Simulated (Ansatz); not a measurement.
# Worked example: HAl–AlH⁺, doublet against HAl–AlH, singlet

Geometry (PBE0/def2-TZVP stationary point of a singlet), kept for both states (HAl–AlH, singlet: Ag; HAl–AlH⁺, doublet: Bu):

| atom | x (Å) | y (Å) | z (Å) |
| --- | --- | --- | --- |
| Al | 0.0000 | -0.1535 | 1.3084 |
| Al | 0.0000 | 0.1535 | -1.3084 |
| H | 0.0000 | 1.1439 | 2.2825 |
| H | 0.0000 | -1.1439 | -2.2825 |

Basis 6-31G; Ansatz 0.2.0. Only valence electrons are correlated (noble-gas cores frozen). R marks a restricted (for open shells ROHF) determinant.

Full CI is exact within this basis and frozen core; it isn't the basis-set limit.

| level | E(HAl–AlH, singlet) (hartree) | E(HAl–AlH⁺, doublet) (hartree) |
| --- | --- | --- |
| RCCSD(T) | -484.961420 | -484.716615 |
| PBE | -485.649700 | -485.389782 |
| wB97M-V | -485.882658 | -485.626070 |
| full CI | -484.962746 | -484.717524 |

Question: Give the vertical gap, HAl–AlH⁺ doublet less HAl–AlH singlet, at each level in eV (1 hartree = 27.2114 eV), and each error against full CI.

Answer: full CI: (-484.717524 − (-484.962746)) × 27.2114 = 6.673 eV (the reference)
wB97M-V: (-485.626070 − (-485.882658)) × 27.2114 = 6.982 eV, error 0.309 eV
PBE: (-485.389782 − (-485.649700)) × 27.2114 = 7.073 eV, error 0.400 eV
RCCSD(T): (-484.716615 − (-484.961420)) × 27.2114 = 6.661 eV, error -0.012 eV

Total energies of functionals can't be set beside those of wave-function methods, since they hold the core's correlation and their own absolute errors; only the differences compare.

The set has no polarisation functions, so the order and spacing of states can differ from the basis-set limit.

In so small a basis the reference is far from its limit while semilocal and hybrid functionals are nearer theirs, so the functionals' errors here hold much of the reference's basis and frozen-core error, which can add to them or hide them.

Each level lands on the state that its own search finds. T1 diagnostics of restricted CCSD: 0.030 and 0.033.
